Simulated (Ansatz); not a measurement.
Z-matrix (Å, degrees):
```
N
O 1 1.183
O 1 1.183 2 134.8
```

Total charge 0; spin multiplicity 2.

Question: List the CAM-B3LYP/def2-TZVPP orbital energies in eV (Ansatz 0.2.0). (Estimate.)

Answer: Ansatz gave: α occupied: -525.65, -525.65, -398.58, -37.73, -33.63, -20.66, -18.24, -17.94, -17.86, -12.61, -12.31, -9.82. α empty: -0.98, 5.22, 7.51, 8.23, 9.04, 9.61, 11.95, 12.44. β occupied: -525.41, -525.40, -398.26, -37.22, -33.05, -19.67, -17.63, -17.21, -16.92, -12.13, -11.35. β empty: -2.56, -0.51, 5.48, 7.72, 8.55, 9.12, 10.00, 12.03. ⟨S²⟩ = 0.754.
